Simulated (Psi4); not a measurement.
# UB2PLYP/def2-TZVP (density fitting for correlation, ints tolerance 1e-06, sweep point 3) run of C2HF2 (SMILES [CH]=C(F)F)

Aim: the vertical electron affinity of C2HF2 at UB2PLYP/def2-TZVP (density fitting for correlation, ints tolerance 1e-06, sweep point 3), from 2 runs. 

The results are computed with Psi4 1.11.

4 further runs of the same task are left out: 4 set aside as unsound or not needed. Runs told in other sessions of the task aren't counted.

## (1) The structure to begin with

The species is C2HF2 (5 atoms), meant as a doublet with charge 0. SMILES: `[CH]=C(F)F`. The coordinates come from a PBE0-D4/def2-TZVP relaxation.

Bond lengths: C1–C2 1.301 Å, C2–F3 1.313 Å, C2–F4 1.320 Å, C1–H5 1.072 Å. Angles: C1–C2–F3 125.0°, C1–C2–F4 125.4°, F3–C2–F4 109.6°, C2–C1–H5 140.6°.

## (2) A single-point energy at UB2PLYP/def2-TZVP (density fitting for correlation, ints tolerance 1e-06, sweep point 3)

File c2hf2.in:

```
memory 1600 mb

molecule system {
  0 2
  C     -0.028200     0.912700    -0.014900
  C      0.163600    -0.366100     0.124600
  F      1.043800    -0.911700     0.932500
  F     -0.492600    -1.313200    -0.520300
  H     -0.636600     1.604500    -0.563400
  units angstrom
  symmetry c1
}

set {
  basis def2-TZVP
  reference uks
  puream true
  scf_type direct
  dft_radial_points 99
  dft_spherical_points 590
  num_frozen_docc 4
  ints_tolerance 1e-06
  maxiter 100
}

energy_value = energy('b2plyp')
```

Started as:

```
$ psi4 -n 1 c2hf2.in c2hf2.out
```

c2hf2.out:

```text
[...]
  Running in c1 symmetry.
[...]
  Nuclear repulsion =  109.976039922827638
[...]
  Multiplicity = 2
[...]
  Nalpha       = 16
  Nbeta        = 15
[...]
    Number of basis functions: 130
[...]
   @DF-UKS iter   1:  -275.97866208533452   -4.60905e-01   3.48818e-03 DIIS/ADIIS
[...]
   @UKS iter  13:  -276.06976475745779   -1.01835e-07   5.25881e-07 DIIS
[...]
   @S^2 Observed:                7.723216421E-01
[...]
    Orbital Energies [Eh]
    ---------------------
    Alpha Occupied:
       1A    -25.409394     2A    -25.408698     3A    -10.807954
       4A    -10.666321     5A     -1.474551     6A     -1.411285
       7A     -0.925226     8A     -0.753523     9A     -0.688449
      10A     -0.636884    11A     -0.633270    12A     -0.557395
      13A     -0.553290    14A     -0.538907    15A     -0.369197
      16A     -0.345979
    Alpha Virtual:
      17A      0.072352    18A      0.106190    19A      0.131690
      20A      0.202269    21A      0.222792    22A      0.246116
      23A      0.250223    24A      0.301946    25A      0.328692
[...]
  @UKS Final Energy:  -276.06976475745779
   => Energetics <=
    Nuclear Repulsion Energy =            109.9760399228276384
    One-Electron Energy =                -599.1715833424286757
    Two-Electron Energy =                 228.4937422601029482
    DFT Exchange-Correlation Energy =     -15.3679635979597418
    Empirical Dispersion Energy =           0.0000000000000000
    VV10 Nonlocal Energy =                  0.0000000000000000
    Total Energy =                       -276.0697647574578468
  UHF NO Occupations:
  HONO-2 :   14  A 1.9985686
  HONO-1 :   15  A 1.9907296
[...]
 Multipole Moments:
 ------------------------------------------------------------------------------------
     Multipole            Electronic (a.u.)      Nuclear  (a.u.)        Total (a.u.)
 ------------------------------------------------------------------------------------
 L = 1.  Multiply by 2.5417464519 to convert [e a0] to [Debye]
 Dipole X            :          0.7113465           -0.9441848           -0.2328383
 Dipole Y            :         -2.6409298            3.0893831            0.4484533
 Dipole Z            :          0.5836187           -0.7877571           -0.2041384
 Magnitude           :                                                    0.5449738
[...]
```

It took 27 s on 1 thread of AMD EPYC 7B13 (Zen 3), shared host; peak memory 1.1 GiB.

## (3) The singlet anion

File calc.dat:

```
memory 1600 mb

molecule molecule1 {
  -1 1
  C     -0.028200     0.912700    -0.014900
  C      0.163600    -0.366100     0.124600
  F      1.043800    -0.911700     0.932500
  F     -0.492600    -1.313200    -0.520300
  H     -0.636600     1.604500    -0.563400
  symmetry c1
}

set {
  reference            rks
  puream               true
  scf_type             direct
  dft_radial_points    99
  dft_spherical_points 590
  num_frozen_docc      4
  ints_tolerance       1e-06
  maxiter              60
}

energy("b2plyp/def2-TZVP")
```

Started as:

```
$ psi4 -i calc.dat -o calc.out -n 1
```

calc.out:

```text
[...]
  Running in c1 symmetry.
[...]
  Nuclear repulsion =  109.976039922827638
[...]
  Multiplicity = 1
[...]
  Nalpha       = 16
  Nbeta        = 16
[...]
    Number of basis functions: 130
[...]
   @DF-RKS iter   1:  -275.79752704005824   -2.79770e-01   5.90983e-03 ADIIS/DIIS
[...]
   @RKS iter  11:  -276.08905988117391   -9.91309e-08   5.12498e-07 DIIS
[...]
    Orbital Energies [Eh]
    ---------------------
    Doubly Occupied:
       1A    -25.161559     2A    -25.156152     3A    -10.515953
       4A    -10.314181     5A     -1.228256     6A     -1.166040
       7A     -0.615887     8A     -0.492622     9A     -0.439647
      10A     -0.393144    11A     -0.357696    12A     -0.323261
      13A     -0.300202    14A     -0.272484    15A     -0.047305
      16A      0.009437
[...]
  @RKS Final Energy:  -276.08905988117391
   => Energetics <=
    Nuclear Repulsion Energy =            109.9760399228276384
    One-Electron Energy =                -607.4283400805911697
    Two-Electron Energy =                 236.8720503115333145
    DFT Exchange-Correlation Energy =     -15.5088100349436608
    Empirical Dispersion Energy =           0.0000000000000000
    VV10 Nonlocal Energy =                  0.0000000000000000
    Total Energy =                       -276.0890598811739096
[...]
 Multipole Moments:
 ------------------------------------------------------------------------------------
     Multipole            Electronic (a.u.)      Nuclear  (a.u.)        Total (a.u.)
 ------------------------------------------------------------------------------------
 L = 1.  Multiply by 2.5417464519 to convert [e a0] to [Debye]
 Dipole X            :          0.8215243           -0.9441848           -0.1226605
 Dipole Y            :         -4.8244023            3.0893831           -1.7350193
 Dipole Z            :          0.6181474           -0.7877571           -0.1696098
 Magnitude           :                                                    1.7475998
[...]
```

Run time: 16 s. Hardware: 1 thread of AMD EPYC 7B13 (Zen 3), shared host; peak memory 1.1 GiB.

## (4) Results

Level: UB2PLYP/def2-TZVP (density fitting for correlation, ints tolerance 1e-06, sweep point 3), 4 core orbitals frozen.

| quantity | value |
| --- | --- |
| doublet C2HF2: total energy | -276.31833 Eh |
| doublet C2HF2: HOMO energy (SCF part's orbitals) (highest over α and β) | -8.97 eV |
| doublet C2HF2: LUMO energy (SCF part's orbitals) (lowest over α and β) | -1.41 eV |
| doublet C2HF2: ⟨S²⟩ | 0.772 |
| singlet anion: total energy | -276.35358 Eh |
| singlet anion: HOMO energy (SCF part's orbitals) | 0.26 eV |
| singlet anion: LUMO energy (SCF part's orbitals) | 8.63 eV |
| singlet anion: HOMO–LUMO gap (to an unbound level, set by the basis) | 8.37 eV |
| vertical electron affinity (to the singlet anion) | 0.959 eV |

**Reading.** At fixed nuclei the extra electron is bound by 0.96 eV (22.1 kcal/mol). The basis has no diffuse functions, so the error can be as large as this value. The HOMO (singlet anion) lies at positive energy, 0.26 eV, from the functional's self-interaction, a short basis or an electron that isn't bound; only total energies against the neutral tell.
